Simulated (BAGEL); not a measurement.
**A workflow on C3H3N (SMILES C[C]C#N)**

Aim: a single-point energy (UHF/pcseg-0), then a single-point energy (UHF/pcseg-1), then the energy (UHF/aug-pcseg-1), then a single-point energy (UHF/pcseg-2), then a single-point energy (UHF/aug-pcseg-2), then a single-point energy (UHF/pcseg-3) of C3H3N. 

The results are computed with BAGEL 1.2.2.

**1. The structure to begin with**

C3H3N: 7 atoms, total charge 0, spin state triplet. As SMILES, `C[C]C#N`. The shape is that of a GFN2-xTB optimisation.

Bond lengths: C1–C2 1.425 Å, C2–C3 1.275 Å, C3–N4 1.197 Å, C1–H5 1.094 Å, C1–H6 1.095 Å, C1–H7 1.095 Å. Angles: C1–C2–C3 179.9°, C2–C3–N4 179.9°, C2–C1–H5 110.6°, C2–C1–H6 110.6°, C2–C1–H7 110.6°, H5–C1–H6 108.3°, H5–C1–H7 108.3°, H6–C1–H7 108.3°.

**2. The energy at UHF/pcseg-0 (density fitting with tzvpp-jkfit, property dipole) (run 1)**

File calc.json:

```json
{ "bagel": [

{
  "title": "molecule",
  "basis": "pcseg-0.json",
  "df_basis": "tzvpp-jkfit",
  "angstrom": "true",
  "geometry": [
    { "atom": "C", "xyz": [   -0.562330,    0.772350,   -0.223310 ] },
    { "atom": "C", "xyz": [    0.254830,   -0.349880,    0.099620 ] },
    { "atom": "C", "xyz": [    0.984960,   -1.353510,    0.391580 ] },
    { "atom": "N", "xyz": [    1.671750,   -2.295440,    0.663800 ] },
    { "atom": "H", "xyz": [   -1.063000,    0.620170,   -1.184540 ] },
    { "atom": "H", "xyz": [   -1.328520,    0.924090,    0.543420 ] },
    { "atom": "H", "xyz": [    0.042320,    1.682210,   -0.290580 ] }
  ]
},
{
  "title": "uhf",
  "nopen": 2
},
{
  "title": "print",
  "file": "orbitals.molden",
  "orbitals": "true"
}

]}
```

The basis set pcseg-0 is read from a file made from the Basis Set Exchange's data (not shown).

The run is started by

```bash
$ BAGEL_NUM_THREADS=1 BAGEL calc.json > calc.out
```

Standard output:

```text
* using 1 threads per process

  ===============================================================
  ===============================================================

  *** Geometry ***

  { "atom" : "C", "xyz" : [     -1.062650,      1.459530,     -0.421995 ] },
  { "atom" : "C", "xyz" : [      0.481559,     -0.661177,      0.188255 ] },
  { "atom" : "C", "xyz" : [      1.861305,     -2.557763,      0.739979 ] },
  { "atom" : "N", "xyz" : [      3.159150,     -4.337753,      1.254400 ] },
  { "atom" : "H", "xyz" : [     -2.008779,      1.171951,     -2.238456 ] },
  { "atom" : "H", "xyz" : [     -2.510539,      1.746277,      1.026915 ] },
  { "atom" : "H", "xyz" : [      0.079973,      3.178916,     -0.549117 ] },

  Number of auxiliary basis functions:      356

  Since a DF basis is specified, we compute 2- and 3-index integrals:
    o Being stored without compression. Storage requirement is 0.005 GB

  Number of basis functions:       42
  Number of electrons      :       28

    * METHOD: MOLECULE                             0.07

  *** Open-shell HF ***

  === Nuclear Repulsion ===
    88.2525644450

      * DIIS with orbital gradients will be used.

  === UHF iteration (pcseg-0.json) ===
      0       -169.06508196          0.04424458           0.02
      1       -169.15485923          0.03678266           0.02
      2       -169.18162304          0.03342391           0.02
      3       -169.23054585          0.00210522           0.02
      4       -169.23791502          0.00122534           0.02
      5       -169.24063178          0.00084834           0.02
      6       -169.24283959          0.00049041           0.02
      7       -169.24323984          0.00016535           0.02
      8       -169.24325315          0.00006142           0.02
      9       -169.24325594          0.00003333           0.02
     10       -169.24325865          0.00000984           0.02
     11       -169.24325897          0.00000418           0.02
     12       -169.24325900          0.00000179           0.02
     13       -169.24325900          0.00000086           0.02
     14       -169.24325901          0.00000039           0.02
     15       -169.24325901          0.00000022           0.02
     16       -169.24325901          0.00000010           0.02
     17       -169.24325901          0.00000004           0.02
     18       -169.24325901          0.00000002           0.02
     19       -169.24325901          0.00000001           0.02
    * SCF iteration converged.

    * S^2 (UHF) is 2.3288

    * Permanent dipole moment:
           (    0.951556,    -1.306147,     0.377018) a.u.

    * METHOD: UHF                                  0.47

    * METHOD: PRINT                                0.00

  ===============================================================
```

Run time: 0.78 s. Hardware: 1 thread of Arm Neoverse V2, shared host; peak memory 0.084 GiB.

**3. A single-point energy at UHF/pcseg-1 (density fitting with tzvpp-jkfit, property dipole) (run 2)**

File hf.json:

```json
{ "bagel": [

{
  "title": "molecule",
  "basis": "pcseg-1.json",
  "df_basis": "tzvpp-jkfit",
  "angstrom": true,
  "geometry": [
    { "atom": "C", "xyz": [   -0.562330,    0.772350,   -0.223310 ] },
    { "atom": "C", "xyz": [    0.254830,   -0.349880,    0.099620 ] },
    { "atom": "C", "xyz": [    0.984960,   -1.353510,    0.391580 ] },
    { "atom": "N", "xyz": [    1.671750,   -2.295440,    0.663800 ] },
    { "atom": "H", "xyz": [   -1.063000,    0.620170,   -1.184540 ] },
    { "atom": "H", "xyz": [   -1.328520,    0.924090,    0.543420 ] },
    { "atom": "H", "xyz": [    0.042320,    1.682210,   -0.290580 ] }
  ]
},
{ "title": "uhf", "nopen": 2 },
{ "title": "print", "file": "orbitals.molden", "orbitals": true }

]}
```

The basis set pcseg-1 is read from a file made from the Basis Set Exchange's data (not shown).

The run is started by

```bash
$ BAGEL_NUM_THREADS=1 BAGEL hf.json > hf.out
```

Standard output:

```text
* using 1 threads per process

  ===============================================================
  ===============================================================

  *** Geometry ***

  { "atom" : "C", "xyz" : [     -1.062650,      1.459530,     -0.421995 ] },
  { "atom" : "C", "xyz" : [      0.481559,     -0.661177,      0.188255 ] },
  { "atom" : "C", "xyz" : [      1.861305,     -2.557763,      0.739979 ] },
  { "atom" : "N", "xyz" : [      3.159150,     -4.337753,      1.254400 ] },
  { "atom" : "H", "xyz" : [     -2.008779,      1.171951,     -2.238456 ] },
  { "atom" : "H", "xyz" : [     -2.510539,      1.746277,      1.026915 ] },
  { "atom" : "H", "xyz" : [      0.079973,      3.178916,     -0.549117 ] },

  Number of auxiliary basis functions:      356

  Since a DF basis is specified, we compute 2- and 3-index integrals:
    o Being stored without compression. Storage requirement is 0.014 GB

  Number of basis functions:       71
  Number of electrons      :       28

    * METHOD: MOLECULE                             0.09

  *** Open-shell HF ***

  === Nuclear Repulsion ===
    88.2525644450

      * DIIS with orbital gradients will be used.

  === UHF iteration (pcseg-1.json) ===
      0       -169.48024655          0.02933461           0.04
      1       -169.59380690          0.02295455           0.04
      2       -169.62011233          0.01903833           0.04
      3       -169.65913215          0.00210782           0.04
      4       -169.66552005          0.00093518           0.04
      5       -169.66841693          0.00061993           0.04
      6       -169.67039551          0.00037179           0.04
      7       -169.67103682          0.00016483           0.04
      8       -169.67105485          0.00006824           0.04
      9       -169.67105918          0.00004072           0.04
     10       -169.67106527          0.00001282           0.04
     11       -169.67106562          0.00000473           0.04
     12       -169.67106570          0.00000212           0.04
     13       -169.67106571          0.00000048           0.04
     14       -169.67106571          0.00000017           0.04
     15       -169.67106571          0.00000010           0.04
     16       -169.67106571          0.00000006           0.04
     17       -169.67106571          0.00000002           0.05
     18       -169.67106571          0.00000001           0.04
    * SCF iteration converged.

    * S^2 (UHF) is 2.3102

    * Permanent dipole moment:
           (    0.934459,    -1.282790,     0.370443) a.u.

    * METHOD: UHF                                  0.86

    * METHOD: PRINT                                0.01

  ===============================================================
```

Run time: 1.2 s. Hardware: 1 thread of Arm Neoverse V2, shared host; peak memory 0.084 GiB.

Runs 3 to 4 aren't shown in full; the table further down has their settings and results.

**4. A single-point energy at UHF/aug-pcseg-2 (density fitting with tzvpp-jkfit, property dipole) (run 5)**

File calc.json:

```json
{ "bagel": [

{
  "title": "molecule",
  "basis": "aug-pcseg-2.json",
  "df_basis": "tzvpp-jkfit",
  "angstrom": true,
  "geometry": [
    { "atom": "C", "xyz": [      -0.562330,       0.772350,      -0.223310 ] },
    { "atom": "C", "xyz": [       0.254830,      -0.349880,       0.099620 ] },
    { "atom": "C", "xyz": [       0.984960,      -1.353510,       0.391580 ] },
    { "atom": "N", "xyz": [       1.671750,      -2.295440,       0.663800 ] },
    { "atom": "H", "xyz": [      -1.063000,       0.620170,      -1.184540 ] },
    { "atom": "H", "xyz": [      -1.328520,       0.924090,       0.543420 ] },
    { "atom": "H", "xyz": [       0.042320,       1.682210,      -0.290580 ] }
  ]
},

{
  "title": "uhf",
  "nopen": 2
},

{
  "title": "print",
  "file": "orbitals.molden",
  "orbitals": true
}

]}
```

The basis set aug-pcseg-2 is read from a file made from the Basis Set Exchange's data (not shown).

The run is started by

```bash
$ BAGEL_NUM_THREADS=1 BAGEL calc.json > calc.out
```

Standard output:

```text
* using 1 threads per process

  ===============================================================
  ===============================================================

  *** Geometry ***

  { "atom" : "C", "xyz" : [     -1.062650,      1.459530,     -0.421995 ] },
  { "atom" : "C", "xyz" : [      0.481559,     -0.661177,      0.188255 ] },
  { "atom" : "C", "xyz" : [      1.861305,     -2.557763,      0.739979 ] },
  { "atom" : "N", "xyz" : [      3.159150,     -4.337753,      1.254400 ] },
  { "atom" : "H", "xyz" : [     -2.008779,      1.171951,     -2.238456 ] },
  { "atom" : "H", "xyz" : [     -2.510539,      1.746277,      1.026915 ] },
  { "atom" : "H", "xyz" : [      0.079973,      3.178916,     -0.549117 ] },

  Number of auxiliary basis functions:      356

  Since a DF basis is specified, we compute 2- and 3-index integrals:
    o Being stored without compression. Storage requirement is 0.182 GB

  Number of basis functions:      253
  Number of electrons      :       28

    * METHOD: MOLECULE                             0.39

  *** Open-shell HF ***

  === Nuclear Repulsion ===
    88.2525644450

      * DIIS with orbital gradients will be used.

  === UHF iteration (aug-pcseg-2.json) ===
      0       -169.52524746          0.02034875           0.24
      1       -169.65798047          0.01511006           0.30
      2       -169.68851143          0.01327091           0.28
      3       -169.75988909          0.00121290           0.28
      4       -169.76657840          0.00056839           0.27
      5       -169.77048685          0.00038175           0.30
      6       -169.77292636          0.00023728           0.28
      7       -169.77385160          0.00009543           0.28
      8       -169.77387476          0.00004043           0.27
      9       -169.77388236          0.00002217           0.28
     10       -169.77388785          0.00000816           0.31
     11       -169.77388827          0.00000354           0.29
     12       -169.77388836          0.00000165           0.28
     13       -169.77388837          0.00000046           0.29
     14       -169.77388837          0.00000017           0.29
     15       -169.77388837          0.00000007           0.30
     16       -169.77388837          0.00000005           0.29
     17       -169.77388837          0.00000003           0.29
     18       -169.77388837          0.00000001           0.29
    * SCF iteration converged.

    * S^2 (UHF) is 2.3192

    * Permanent dipole moment:
           (    0.934555,    -1.283010,     0.370702) a.u.

    * METHOD: UHF                                  5.74

    * METHOD: PRINT                                0.11

  ===============================================================
```

Wall time 6.6 s (1 thread of Arm Neoverse V2, shared host); peak memory 0.29 GiB.

**5. A single-point energy at UHF/pcseg-3 (density fitting with qzvpp-jkfit, property dipole) (run 6)**

File calc.json:

```json
{ "bagel": [

{
  "title": "molecule",
  "basis": "pcseg-3.json",
  "df_basis": "qzvpp-jkfit",
  "angstrom": "true",
  "geometry": [
    { "atom": "C", "xyz": [   -0.562330,    0.772350,   -0.223310 ] },
    { "atom": "C", "xyz": [    0.254830,   -0.349880,    0.099620 ] },
    { "atom": "C", "xyz": [    0.984960,   -1.353510,    0.391580 ] },
    { "atom": "N", "xyz": [    1.671750,   -2.295440,    0.663800 ] },
    { "atom": "H", "xyz": [   -1.063000,    0.620170,   -1.184540 ] },
    { "atom": "H", "xyz": [   -1.328520,    0.924090,    0.543420 ] },
    { "atom": "H", "xyz": [    0.042320,    1.682210,   -0.290580 ] }
  ]
},
{ "title": "uhf", "nopen": 2 },
{ "title": "print", "file": "orbitals.molden", "orbitals": "true" }

]}
```

The basis set pcseg-3 is read from a file made from the Basis Set Exchange's data (not shown).

The run is started by

```bash
$ BAGEL_NUM_THREADS=1 BAGEL calc.json > calc.out
```

Standard output:

```text
* using 1 threads per process

  ===============================================================
  ===============================================================

  *** Geometry ***

  { "atom" : "C", "xyz" : [     -1.062650,      1.459530,     -0.421995 ] },
  { "atom" : "C", "xyz" : [      0.481559,     -0.661177,      0.188255 ] },
  { "atom" : "C", "xyz" : [      1.861305,     -2.557763,      0.739979 ] },
  { "atom" : "N", "xyz" : [      3.159150,     -4.337753,      1.254400 ] },
  { "atom" : "H", "xyz" : [     -2.008779,      1.171951,     -2.238456 ] },
  { "atom" : "H", "xyz" : [     -2.510539,      1.746277,      1.026915 ] },
  { "atom" : "H", "xyz" : [      0.079973,      3.178916,     -0.549117 ] },

  Number of auxiliary basis functions:      356

  Since a DF basis is specified, we compute 2- and 3-index integrals:
    o Being stored without compression. Storage requirement is 0.327 GB

  Number of basis functions:      339
  Number of electrons      :       28

    * METHOD: MOLECULE                             0.67

  *** Open-shell HF ***

  === Nuclear Repulsion ===
    88.2525644450

      * DIIS with orbital gradients will be used.

  === UHF iteration (pcseg-3.json) ===
      0       -169.43261496          0.02530181           0.43
      1       -169.53640985          0.02110282           0.51
      2       -169.56454250          0.01929516           0.52
      3       -169.76902666          0.00137568           0.52
      4       -169.77704344          0.00058069           0.47
      5       -169.78187505          0.00040354           0.48
      6       -169.78583516          0.00028932           0.48
      7       -169.78790000          0.00013859           0.48
      8       -169.78813914          0.00004061           0.50
      9       -169.78816749          0.00001875           0.48
     10       -169.78817267          0.00001032           0.55
     11       -169.78817464          0.00000306           0.49
     12       -169.78817477          0.00000134           0.49
     13       -169.78817478          0.00000043           0.48
     14       -169.78817479          0.00000030           0.51
     15       -169.78817479          0.00000017           0.49
     16       -169.78817479          0.00000006           0.47
     17       -169.78817479          0.00000002           0.49
     18       -169.78817479          0.00000001           0.53
     19       -169.78817479          0.00000001           0.50
    * SCF iteration converged.

    * S^2 (UHF) is 2.3216

    * Permanent dipole moment:
           (    0.934222,    -1.282549,     0.370556) a.u.

    * METHOD: UHF                                 10.44

    * METHOD: PRINT                                0.20

  ===============================================================
```

Run time: 12 s. Hardware: 1 thread of Arm Neoverse V2, shared host; peak memory 0.46 GiB.

**6. The series**

| run | level | integral approximation | energy (Eh) | dipole moment (D) | ⟨S²⟩ | wall time |
| --- | --- | --- | --- | --- | --- | --- |
| 1 | UHF/pcseg-0 (density fitting with tzvpp-jkfit, property dipole) | tzvpp-jkfit | -169.243259 | 4.22 | 2.329 | 0.78 s |
| 2 | UHF/pcseg-1 (density fitting with tzvpp-jkfit, property dipole) | tzvpp-jkfit | -169.671066 | 4.14 | 2.310 | 1.2 s |
| 3 | UHF/aug-pcseg-1 (density fitting with tzvpp-jkfit, property dipole) | tzvpp-jkfit | -169.681767 | 4.12 | 2.316 | 2.2 s |
| 4 | UHF/pcseg-2 (density fitting with tzvpp-jkfit, property dipole) | tzvpp-jkfit | -169.772614 | 4.14 | 2.319 | 3.6 s |
| 5 | UHF/aug-pcseg-2 (density fitting with tzvpp-jkfit, property dipole) | tzvpp-jkfit | -169.773888 | 4.14 | 2.319 | 6.6 s |
| 6 | UHF/pcseg-3 (density fitting with qzvpp-jkfit, property dipole) | qzvpp-jkfit | -169.788175 | 4.14 | 2.322 | 12 s |

**7. Outcome**

```
                         quantity          value
 run 6, UHF/pcseg-3: total energy  -169.78817 Eh
run 6, UHF/pcseg-3: dipole moment         4.14 D
         run 6, UHF/pcseg-3: ⟨S²⟩          2.322
```

**Reading.** The dipole moment (its size) runs from 4.12 D (UHF/aug-pcseg-1) to 4.22 D (UHF/pcseg-0). Spin contamination of the reference: run 1 ⟨S²⟩ = 2.33, run 6 ⟨S²⟩ = 2.32, run 4 ⟨S²⟩ = 2.32, run 5 ⟨S²⟩ = 2.32, run 3 ⟨S²⟩ = 2.32, run 2 ⟨S²⟩ = 2.31. All runs together took 26 s, the longest 12 s.
